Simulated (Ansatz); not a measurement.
Cubic perovskite BaTiO3 (cubic high-temperature phase): LDA at its full settings (plane-wave cutoff 520 eV, 8×8×8 k mesh, Fermi–Dirac smearing 0.01 eV, no spin polarisation, scalar-relativistic PAW data made under PBE) and at cheaper ones, in a cell of 5 atoms with Γ-centred meshes.

| level and setting | lattice parameter a (Å) | bulk modulus (GPa) |
|---|---|---|
| LDA (Ansatz) | 3.935 | 195 |
| LDA (Γ point alone) (Ansatz) | 4.343 | 91.8 |
| LDA (2×2×2 k mesh) (Ansatz) | 3.954 | 192 |
| LDA (4×4×4 k mesh) (Ansatz) | 3.935 | 195 |

Largest shifts from the full settings: lattice constant a +10.4 % (LDA (Γ point alone)); bulk modulus -53 % (LDA (Γ point alone)), against a difference of +20 % of the full result from the reference 162 GPa (measured, temperature not stated, no zero-point or thermal correction, sources range from 162 to 173; as tabulated in Matsushita et al. (2011), arXiv:1104.2769).

Caveats: the relaxation could not lower the start's symmetry, so the cell can be a saddle point above a distorted one (LDA, LDA (Γ point alone), LDA (2×2×2 k mesh), LDA (4×4×4 k mesh)). Ansatz's density-functional and Hartree–Fock values are scalar-relativistic unless marked +SOC, with PAW data made under PBE.

Run with cheap settings on purpose, which may leave them unconverged: LDA (2×2×2 k mesh), LDA (4×4×4 k mesh), LDA (Γ point alone).

Ansatz is a quantum-chemistry and plane-wave program.
